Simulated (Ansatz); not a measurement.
**MgAlH2 radical: functionals against CCSD(T) at one geometry**

An exercise on one series of results from a longer session: the logs are not shown, and one member is left open.

Method: single points in def2-TZVPP; program: Ansatz 0.2.0, Gaussian basis.

Cores are frozen in the correlated methods. The outer core shell of Li, Na, Mg and K is correlated. Orbitals are unrestricted.

### Where the work starts

SMILES `[Mg][AlH2]`, 4 atoms, charge 0, spin multiplicity 2.

Atoms are counted from 1 here; the program's logs count them from 0.

Bond lengths: Al2–H3 1.638 Å, Al2–H4 1.624 Å. Angles: H3–Al2–H4 94.0°.

As a file:

```xyz
4
AlH2Mg
Mg   -2.5320   -0.7231   -0.2091
Al    0.1353    0.0176    0.0311
H     1.4377   -0.6295    0.7845
H     0.9668    1.2777   -0.5684
```

The first run:

File run/in.yaml:

```yaml
crystal:
  periodic: [false, false, false]
  atoms:
    - {symbol: Mg, position_ang: [-2.532000, -0.723100, -0.209100]}
    - {symbol: Al, position_ang: [0.135300, 0.017600, 0.031100]}
    - {symbol: H, position_ang: [1.437700, -0.629500, 0.784500]}
    - {symbol: H, position_ang: [0.966800, 1.277700, -0.568400]}
basis:
  gaussian: {orbitals: def2-TZVPP}
magnetization: {spin_polarized: true, initial_magnetization: 1}
correlation: {method: ccsd_t}
scf: {omitted_lower_state_checks: [cluster_reference]}
output: {forces: true}
```

No record of the launch command was kept for these runs.

Among the steps run: CCSD(T)/def2-TZVPP; PBE0-D4/def2-TZVPP; wB97M-V/def2-TZVPP; r2SCAN-D4/def2-TZVPP; PBE-D4/def2-TZVPP; BHLYP-D4/def2-TZVPP; revPBE-D4/def2-TZVPP.

One of the session's tables, all rows but one given; the rest of the session is left out.

```
   method  RMS force component (eV/Å)  angle to CCSD(T) forces (°)  dipole (D)
  CCSD(T)                       0.474                    reference        2.95
  PBE0-D4                       0.460                          3.5        2.74
  wB97M-V                           ?                            ?           ?
r2SCAN-D4                       0.462                          3.9        2.78
   PBE-D4                       0.408                         10.6        2.57
 BHLYP-D4                       0.559                          5.3        3.00
revPBE-D4                       0.414                         13.2        2.58
```

Q: Estimate the row for wB97M-V from the others.

The run gave: RMS force component (eV/Å): 0.500; angle to CCSD(T) forces (°): 3.7; dipole (D): 3.27. In the column «RMS force component (eV/Å)» it lies between CCSD(T) (0.474) and BHLYP-D4 (0.559).
